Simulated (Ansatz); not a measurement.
Cartesian coordinates in Å:
```
F 1.162 -0.678 -0.919
C 0.812 0.115 0.153
C -0.675 0.267 0.350
S -1.216 1.192 1.570
S -1.748 -0.546 -0.720
H 1.236 -0.326 1.058
H 1.243 1.107 0.001
H -0.814 -1.131 -1.493
```

Total charge 0; spin multiplicity 1.

(1) List the PBE0/def2-TZVPP orbital energies in eV (Ansatz). (Best estimate.)

Answers

(1) Computed: Occupied: -2423.61, -2422.09, -674.53, -281.34, -281.15, -218.93, -217.43, -162.77, -162.67, -162.59, -161.25, -161.21, -161.05, -34.35, -24.27, -21.20, -20.09, -15.89, -14.95, -14.78, -14.39, -11.47, -11.27, -11.07, -10.46, -9.76, -7.45, -6.85. Lowest empty: -2.31, 0.32, 0.83, 1.52, 2.31, 3.08, 3.26, 3.92.
